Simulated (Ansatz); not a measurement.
Relaxation of P₃⁺ with RKS PBE0-D4/def2-TZVP.

```sh
$ ansatz run in.yaml --threads 4 --pin off --events-out ev --progress --plain --max-ram 3916MiB
```

```yaml
crystal:
  periodic: [false, false, false]
  atoms:
    - {symbol: P, position_ang: [-0.126680, -1.927510, 0.414320]}
    - {symbol: P, position_ang: [0.126330, 1.927580, -0.414380]}
    - {symbol: P, position_ang: [0.000350, -0.000070, 0.000060]}
basis:
  gaussian: {orbitals: def2-TZVP}
total_charge: 1
hamiltonian: {xc: pbe0, dispersion: d4}
scf: {lower_state_search: "off"}
output: {orbitals: {seedname: orbitals}}
relax: {f_tol: 0.02, max_steps: 100}
```

It took 1.8 s on 4 threads of Arm Neoverse V1 on a shared host.

Positions (Å) and forces (eV/Å) at steps 1, 2, 3 of 3:

```xyz
3
step=1 energy=-27845.2630 eV
P    -0.127   -1.928    0.414    0.027    0.411   -0.088
P     0.126    1.928   -0.414   -0.027   -0.413    0.089
P     0.000    0.000    0.000    0.000    0.003   -0.001
3
step=2 energy=-27845.2692 eV
P    -0.125   -1.909    0.410   -0.006   -0.097    0.021
P     0.125    1.909   -0.410    0.006    0.097   -0.021
P     0.000    0.000    0.000    0.000    0.001    0.000
3
step=3 energy=-27845.2695 eV
P    -0.126   -1.913    0.411    0.000    0.000    0.000
P     0.125    1.913   -0.411    0.000    0.000    0.000
P     0.000    0.000    0.000    0.000    0.000    0.000
```

The restricted singlet is unstable towards broken spin symmetry in Hartree–Fock (as tested in another run); at PBE0-D4/def2-TZVP this wasn't settled. Another isomer (singlet) lies 3.10 eV lower at PBE0-D4/def2-TZVP; other spin states weren't run for this one.
